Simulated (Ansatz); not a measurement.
One change: `NC(O)(F)C=S` becomes `C=NC(N)(O)F`.

Ansatz, PBE0-D4/def2-TZVP geometries, multiplicity 1. Each molecule was computed in one conformer, which needn't be the lowest.

```tsv
property	`NC(O)(F)C=S`
size of the dipole moment (ωB97M-V/def2-TZVPP) / D	1.04
size of the dipole moment (B3LYP/def2-TZVPP) / D	1.14
HOMO energy (B3LYP/def2-TZVPP) / eV	-6.55
LUMO energy (ωB97M-V/def2-TZVPP) / eV	-0.40
HOMO energy (ωB97M-V/def2-TZVPP) / eV	-9.02
HOMO energy (PBE/def2-TZVPP) / eV	-5.49
```

(1) What does the change do to each property? (Estimate.)

## Answers

(1) The calculation gave: 
```json
{"property": "size of the dipole moment (ωB97M-V/def2-TZVPP) / D", "`C=NC(N)(O)F`": "1.70", "shift": "0.66"}
{"property": "size of the dipole moment (B3LYP/def2-TZVPP) / D", "`C=NC(N)(O)F`": "1.69", "shift": "0.55"}
{"property": "HOMO energy (B3LYP/def2-TZVPP) / eV", "`C=NC(N)(O)F`": "-7.76", "shift": "-1.21"}
{"property": "LUMO energy (ωB97M-V/def2-TZVPP) / eV", "`C=NC(N)(O)F`": "1.50", "shift": "1.90"}
{"property": "HOMO energy (ωB97M-V/def2-TZVPP) / eV", "`C=NC(N)(O)F`": "-10.37", "shift": "-1.35"}
{"property": "HOMO energy (PBE/def2-TZVPP) / eV", "`C=NC(N)(O)F`": "-6.42", "shift": "-0.93"}
```

With PBE0 the HOMO falls by 1.19 eV and the LUMO rises by 1.86 eV, so the gap widens by about 3.05 eV. PBE moves the HOMO by -0.93 eV and ωB97M-V by -1.35 eV. Dipoles are sizes alone; their direction can turn.

B3LYP here is the variant with VWN-RPA as its local correlation; programs differ in this.
